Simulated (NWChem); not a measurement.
# MgH2SO (SMILES [OH][Mg][SH]): revPBE0/6-31G(d) (density fitting, spherical functions, esp esp)

What is the electrostatic solvation energy at fixed shape (COSMO, carbon tetrachloride) of MgH2SO at revPBE0/6-31G* (density fitting, spherical functions, esp esp)? 

The results are computed with NWChem 7.3.0.

### Step 1. The structure to begin with

MgH2SO: 5 atoms, total charge 0, spin state singlet. As SMILES, `[OH][Mg][SH]`. The shape is that of a PBE0-D4/def2-TZVP optimisation.

Bond lengths: O1–Mg2 1.757 Å, Mg2–S3 2.284 Å, O1–H4 0.947 Å, S3–H5 1.345 Å. Angles: O1–Mg2–S3 178.2°, Mg2–O1–H4 164.9°, Mg2–S3–H5 92.7°.

### Step 2. A single-point energy at revPBE0/6-31G(d) (density fitting, spherical functions, esp esp)

The input, sp.nw:

```
start sp
title "H2MgOS revPBE0"
memory 2200 mb
geometry units angstrom noautosym nocenter noautoz
  O       -1.217000      -1.288800       0.406900
  Mg      -0.201300       0.031600      -0.150600
  S        1.077400       1.793700      -0.840800
  H       -1.667400      -2.115500       0.509900
  H        2.058200       1.505300       0.033200
end
basis spherical
  O library 6-31G*
  Mg library 6-31G*
  S library 6-31G*
  H library 6-31G*
end
basis "cd basis" spherical
  O library "dgauss a2 dft coulomb fitting"
  Mg library "dgauss a2 dft coulomb fitting"
  S library "dgauss a2 dft coulomb fitting"
  H library "dgauss a2 dft coulomb fitting"
end
dft
  xc revpbe 0.75 cpbe96 1.0 hfexch 0.25
  grid fine
  convergence energy 1e-08
  mulliken
  print medium
end
esp
  range 0.4
  spacing 0.035
  recalculate
end
task dft energy
task esp
```

Command:

```console
nwchem sp.nw > sp.out
```

Output:

```text
[...]
          Wavefunction type:  closed shell.
          No. of atoms     :     5
          No. of electrons :    38
[...]
          Charge           :     0
          Spin multiplicity:     1
[...]
          AO basis - number of functions:    54
[...]
              XC Information
              --------------
                     Hartree-Fock (Exact) Exchange  0.250
                        RevPBE Exchange Functional  0.750
            Perdew 1991 LDA Correlation Functional  1.000 local
           PerdewBurkeErnz. Correlation Functional  1.000 non-local
[...]
 d= 0,ls=0.0,diis     1   -674.5870291940 -7.83D+02  2.46D-02  7.92D-01     0.9
[...]
 d= 0,ls=0.0,diis    10   -674.6858177921 -1.85D-09  4.49D-07  5.28D-10     5.5
         Total DFT energy =     -674.685817792108
      One electron energy =    -1151.987464642822
           Coulomb energy =      420.401824392014
    Exchange-Corr. energy =      -51.537279651013
 Nuclear repulsion energy =      108.437102109714
[...]
      Total Density - Mulliken Population Analysis
     ---------------------------------------------
    Atom       Charge   Shell Charges
 -----------   ------   -------------------------------------------------------
    1 O    8     8.94   2.00  0.87  2.92  1.02  2.13  0.01
    2 Mg  12    11.29   2.00  2.00  5.97  0.44  0.49  0.04  0.11  0.24
    3 S   16    16.28   2.00  2.00  5.97  1.32  3.10  0.53  1.33  0.03
    4 H    1     0.59   0.48  0.10
    5 H    1     0.90   0.49  0.41
[...]
 Dipole moment                                  0.893660
 Quadrupole moment Qxx                          5.133842
                   Qyy                         -7.341871
                   Qzz                          2.208029
[...]
```

Run time: 8.4 s. Hardware: 1 thread of INTEL XEON PLATINUM 8581C at 2.30GHz (Emerald Rapids), shared host; peak memory 0.11 GiB.

### Step 3. The energy at revPBE0/6-31G(d) (density fitting, spherical functions, COSMO carbon tetrachloride, esp esp)

The input, mymol.nw:

```
START mymol
TITLE "H2MgOS energy"
memory 2200 mb

GEOMETRY noautosym nocenter noautoz
   O     -1.217000    -1.288800     0.406900
   Mg    -0.201300     0.031600    -0.150600
   S      1.077400     1.793700    -0.840800
   H     -1.667400    -2.115500     0.509900
   H      2.058200     1.505300     0.033200
END

BASIS spherical
   O library 6-31G*
   Mg library 6-31G*
   S library 6-31G*
   H library 6-31G*
END

BASIS "cd basis" spherical
   O library "dgauss a2 dft coulomb fitting"
   Mg library "dgauss a2 dft coulomb fitting"
   S library "dgauss a2 dft coulomb fitting"
   H library "dgauss a2 dft coulomb fitting"
END

COSMO
   solvent carbntet
END

DFT
   xc revpbe 0.75 cpbe96 1.0 hfexch 0.25
   mult 1
   grid fine
   convergence energy 1e-08
   mulliken
END

ESP
   range 0.4
   spacing 0.035
   recalculate
END

TASK dft energy
TASK esp
```

Command:

```console
nwchem mymol.nw > mymol.out
```

Output:

```text
[...]
          Wavefunction type:  closed shell.
          No. of atoms     :     5
          No. of electrons :    38
[...]
          Charge           :     0
          Spin multiplicity:     1
[...]
          AO basis - number of functions:    54
[...]
              XC Information
              --------------
                     Hartree-Fock (Exact) Exchange  0.250
                        RevPBE Exchange Functional  0.750
            Perdew 1991 LDA Correlation Functional  1.000 local
           PerdewBurkeErnz. Correlation Functional  1.000 non-local
[...]
 d= 0,ls=0.0,diis     1   -674.5870291940 -7.83D+02  2.46D-02  7.92D-01     0.8
[...]
 d= 0,ls=0.0,diis     8   -674.7115101276 -6.27D-10  3.54D-07  1.11D-10     9.9
         Total DFT energy =     -674.711510127561
      One electron energy =    -1151.348832896120
           Coulomb energy =      420.298232350907
    Exchange-Corr. energy =      -51.550417108478
 Nuclear repulsion energy =      108.437102109714
             COSMO energy =       -0.547594583584
[...]
      Total Density - Mulliken Population Analysis
     ---------------------------------------------
    Atom       Charge   Shell Charges
 -----------   ------   -------------------------------------------------------
    1 O    8     8.98   2.00  0.86  2.92  1.02  2.17  0.01
    2 Mg  12    11.13   2.00  2.00  5.97  0.39  0.41  0.04  0.11  0.22
    3 S   16    16.41   2.00  2.00  5.97  1.31  3.12  0.55  1.44  0.03
    4 H    1     0.58   0.48  0.10
    5 H    1     0.89   0.49  0.40
[...]
 Dipole moment                                  1.119455
 Quadrupole moment Qxx                          5.801493
                   Qyy                         -9.492753
                   Qzz                          3.691261
[...]
```

Wall time 13 s (1 thread of INTEL XEON PLATINUM 8581C at 2.30GHz (Emerald Rapids), shared host); peak memory 0.12 GiB.

### Step 4. What came out

Level: revPBE0/6-31G* (density fitting, spherical functions, esp esp).

| quantity | value |
| --- | --- |
| gas phase: total energy | -674.68582 Eh |
| gas phase: dipole moment | 2.21 D |
| gas phase: HOMO energy | -6.90 eV |
| gas phase: LUMO energy | -1.06 eV |
| gas phase: HOMO–LUMO gap | 5.83 eV |
| COSMO, carbon tetrachloride: total energy | -674.71151 Eh |
| COSMO, carbon tetrachloride: dipole moment | 2.84 D |
| COSMO, carbon tetrachloride: HOMO energy | -6.80 eV |
| COSMO, carbon tetrachloride: LUMO energy | -0.52 eV |
| COSMO, carbon tetrachloride: HOMO–LUMO gap | 6.28 eV |
| COSMO, carbon tetrachloride: solvent term in the energy | -67.5 kJ/mol |
| energy change from gas to solvent at fixed shape | -0.699 eV |

**Reading.** The solvent model (COSMO, carbon tetrachloride) lowers the energy by 0.70 eV (−16.1 kcal/mol) at the same shape. It holds the electrostatic part alone, without cavity or dispersion terms. Mulliken charges (COSMO, carbon tetrachloride) run from -0.98 on O1 to +0.87 on Mg2.
